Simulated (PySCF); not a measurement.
# `[O-]C=C=C=CCl`, [C$_{4}$H$_{2}$ClO]-, charge -1

Geometry:
```json
{"atom": "O1", "x (Å)": "-2.939", "y (Å)": "-0.515", "z (Å)": "0.550"}
{"atom": "C2", "x (Å)": "-2.025", "y (Å)": "-0.054", "z (Å)": "-0.155"}
{"atom": "C3", "x (Å)": "-0.665", "y (Å)": "-0.065", "z (Å)": "0.053"}
{"atom": "C4", "x (Å)": "0.582", "y (Å)": "-0.040", "z (Å)": "0.155"}
{"atom": "C5", "x (Å)": "1.902", "y (Å)": "-0.030", "z (Å)": "0.296"}
{"atom": "Cl6", "x (Å)": "2.966", "y (Å)": "0.710", "z (Å)": "-0.909"}
{"atom": "H7", "x (Å)": "-2.288", "y (Å)": "0.458", "z (Å)": "-1.113"}
{"atom": "H8", "x (Å)": "2.455", "y (Å)": "-0.458", "z (Å)": "1.118"}
```

Total charge -1.

Level of theory: quadratic response CAM-B3LYP/aug-cc-pVTZ first hyperpolarisability, Taylor convention, gas phase (PySCF 2.14.0). Geometry: PBE0-D3(BJ)/def2-TZVP.

For a gas-phase anion, states above the detachment energy (about 1.9 eV, taken as minus the energy of the highest occupied orbital) lie in the continuum and depend on the basis.

Q: What is the first hyperpolarisability, and how does it disperse?

A: In au, Taylor convention; the vector part is βᵢ = ⅓ Σⱼ (βᵢⱼⱼ + βⱼᵢⱼ + βⱼⱼᵢ):
```csv
process,λ (nm),β vector norm,β HRS,depolarisation ratio
"static β(0;0,0)",∞,295.0,166.5,2.65
"second harmonic β(−2ω;ω,ω)",1907,318.8,182.3,2.61
"Pockels β(−ω;ω,0)",1907,302.8,–,–
"second harmonic β(−2ω;ω,ω)",1064,375.5,228.9,2.41
"Pockels β(−ω;ω,0)",1064,320.6,–,–
```

Q: Which lowest excitations and polarisabilities go with it?

A: S1 2.92 eV (f = 0.000); S2 3.24 eV (f = 0.004); S3 3.47 eV (f = 0.000); isotropic α 97.8 au static, 98.6 au at 1907 nm, 100.5 au at 1064 nm, 101.2 au at 953.5 nm, 110.9 au at 532 nm.
